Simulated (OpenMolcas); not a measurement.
How methods differ on BNH4 (SMILES BN)

BNH4 has 6 atoms, charge 0, and is taken as a singlet. SMILES: `BN`. Geometry: relaxed at PBE0-D4/def2-TZVP.

```xyz
6

B    -0.1282   -0.6796   -0.0256
N     0.1461    0.6774    0.0108
H     0.2258   -1.3680    0.8875
H    -0.7120   -1.1287   -0.9692
H    -0.1216    1.3137   -0.7208
H     0.6320    1.1214    0.7713
```

Each level gives the energy change with the N2–H5 bond stretched from 1.006 to 1.760 Å (eV). The values are calculated.

| level | kind | program | value (eV) | less FCI/STO-3G | CPU time (all runs) |
| --- | --- | --- | --- | --- | --- |
| HF/STO-3G (restricted) | Hartree–Fock | OpenMolcas | 5.66 | +1.89 | 3 s |
| SVWN5/STO-3G (restricted) | LDA | OpenMolcas | 4.02 | +0.25 | 7.5 s |
| PBE/STO-3G (restricted) | GGA | OpenMolcas | 3.85 | +0.08 | 8.2 s |
| r2SCAN/STO-3G (restricted) | meta-GGA | OpenMolcas | 4.19 | +0.42 | 11 s |
| M06-2X/STO-3G (restricted) | hybrid meta-GGA | OpenMolcas | 4.59 | +0.82 | 9.4 s |
| MRCI(2,2)/STO-3G | multireference | OpenMolcas | 3.84 | +0.07 | 3.2 s |
| ACPF/STO-3G (restricted) | coupled cluster or CI | OpenMolcas | 3.60 | -0.17 | 3.2 s |
| CCSD(T)/STO-3G (restricted) | coupled cluster or CI | OpenMolcas | 3.79 | +0.02 | 4 s |
| FCI/STO-3G | exact in the basis | OpenMolcas | 3.77 | 0.00 | 92 s |

FCI/STO-3G is exact within its basis and frozen core, so for wave-function methods in that basis the difference is their error; functionals converge differently with the basis, so for them it is only a difference. Spin-restricted single references rise too steeply as a bond breaks, Hartree–Fock most of all. The first shape isn't each level's own minimum. The values span 3.60 to 5.66 eV. All rows use very small basis sets, so even the best lies far from the true value. CPU times are rough (shared hosts, several kinds of processor): they show what a rung costs within a factor of a few.
